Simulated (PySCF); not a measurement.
# ClFO2S (sulfuryl chloride fluoride): the cost of one run

The runs use PySCF 2.14.0, with density-fitted response routines of our own; the level of theory stands in each step. All values are computed, except where a source is named. Atoms are numbered from 0 throughout.

## (1) Starting geometry

5 atoms, charge 0, multiplicity 1; geometry from: GFN2-xTB. The atoms were then displaced at random by about 0.01 Å, so the start is not that level's minimum.

Bonds of the start (Å): O0–S1 1.41, S1–O2 1.41, S1–F3 1.62, S1–Cl4 2.02.

## (2) Optimising the geometry at PBE0-D3(BJ)/def2-SVP

What the job is given:

```
{"job": {"xc": "PBE0", "basis": "def2-SVP", "d3": "d3bj", "grid": 1, "shake": 0.01, "kind": "geom"}, "charge": 0, "multiplicity": 1}
O     -0.497210    -0.976960    -1.070860
S     -0.152750    -0.159310     0.025060
O     -0.596800    -0.422880     1.334500
F     -0.563430     1.371030    -0.321200
Cl     1.843760     0.154150    -0.005390
```

Started as:

```
> OMP_NUM_THREADS=1 python probes_run.py task.json out
```

This one command runs all jobs of the session in turn.

Q: Estimate the wall time and peak memory of this first job on 1 thread of Arm Neoverse V1, shared host.

About 14 s, with a peak of 0.34 GiB.
